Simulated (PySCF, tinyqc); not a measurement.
Inside a calculation. Method: coupled-perturbed Hartree-Fock on RHF in the sto-6g basis, for BH, spin multiplicity 1. The lowest restricted solution is unstable here: a spin-polarised one lies 0.0063 hartree lower (PySCF). One step of it, computed by the program tinyqc.

Task: Response to a field: uncoupled start. Field along z; U_ai = -mu_ai / (e_a - e_i), alpha = -4 sum U_ai mu_ai.

orbital energies (hartree): MO1 -7.467730, MO2 -0.480930, MO3 -0.243731, MO4 0.251523, MO5 0.251523, MO6 0.417593

dipole integrals <a|z|i> (bohr), order a4, a5, a6:
$$\begin{pmatrix}
0.000000 & 0.000000 & 0.000000 \\
0.000000 & 0.000000 & 0.000000 \\
0.094040 & -0.440602 & 1.426912
\end{pmatrix}$$

Give: uncoupled U; uncoupled polarisability.

Result:

uncoupled U, order a4, a5, a6:
$$\begin{pmatrix}
0.0000 & 0.0000 & 0.0000 \\
0.0000 & 0.0000 & 0.0000 \\
-0.0119 & 0.4904 & -2.1577
\end{pmatrix}$$

uncoupled polarisability = 13.1839 bohr^3
